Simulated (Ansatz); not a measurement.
# Interaction energy ladder

The pair of SiH4 (SMILES [SiH4], atoms 1–5) and SiH4O (SMILES [SiH3]O, atoms 6–11), both closed shells, in one local arrangement (a lower one may exist), relaxed at PBE0-D4/def2-TZVP:

Si1  (-0.246, 0.010, -2.303)
H2  (-1.101, -0.077, -3.514)
H3  (0.066, 1.431, -2.013)
H4  (1.011, -0.747, -2.525)
H5  (-0.979, -0.580, -1.151)
Si6  (0.158, -0.049, 1.527)
O7  (0.881, 0.204, 2.986)
H8  (-0.890, 0.970, 1.250)
H9  (1.241, 0.056, 0.521)
H10  (-0.473, -1.395, 1.453)
H11  (0.331, 0.178, 3.769)
(Å)

Program: Ansatz 0.2.0. Basis: def2-TZVPPD, with def2-QZVPPD for the basis limit. Cores are frozen in the correlated methods. B3LYP uses VWN-RPA correlation. Extrapolation: Hartree–Fock as exp(−7.88 √X), correlation as X^−2.97. Interaction energies count from these two fragments, frozen as in the pair, with the counterpoise correction; negative means bound.

**Question.** What is the interaction energy by CCSD(T) at an estimated basis limit (MP2 extrapolated from triple and quadruple zeta, plus CCSD(T) − MP2 in triple zeta)? (An estimate is asked for; the value comes from the calculation.)

**Answer.** The calculation gives: -5.2 kJ/mol. Hartree–Fock alone gives 5.4 kJ/mol at the basis limit, so without correlation the pair would not bind at this distance. It counts from the two fragments frozen as in the pair.

The same quantity by other methods in triple zeta, and each one's difference from that estimate:
```csv
method,E_int (kJ/mol),difference
PBE-D4,-6.9,-1.7
revPBE-D4,-5.6,-0.4
BLYP-D4,-4.8,0.4
r2SCAN-D4,-5.0,0.2
B97M-V,-5.2,0.0
PBE0-D4,-6.3,-1.1
B3LYP-D4,-5.3,-0.1
HSE06-D4,-6.2,-1.0
wB97X-V,-5.2,0.0
wB97M-V,-5.8,-0.6
B2PLYP,0.2,5.4
HF,5.4,10.6
MP2,-3.6,1.6
CCSD,-2.7,2.5
CCSD(T),-4.0,1.2
```
Differences are method less estimate.

**Question.** Which atoms make the shortest contact between the fragments?

**Answer.** H5 and H10, 2.78 Å apart.

Basis-set superposition shift (counterpoise-corrected less uncorrected): CCSD(T) 1.2; MP2 1.2; HF 0.2; PBE0-D4 0.2; wB97M-V 0.3 kJ/mol.

T1 diagnostic: at most 0.012.

For scale, one of the runs: CCSD(T)/def2-TZVPPD, 272 basis functions, launched by `ansatz run in.yaml --threads 4 --pin off --events-out ev --progress --plain --max-ram 9574MiB`. Hardware: 4 CPU threads of an Arm Neoverse N1, shared host. Wall time 2.5 min; peak host memory 6.7 GiB.
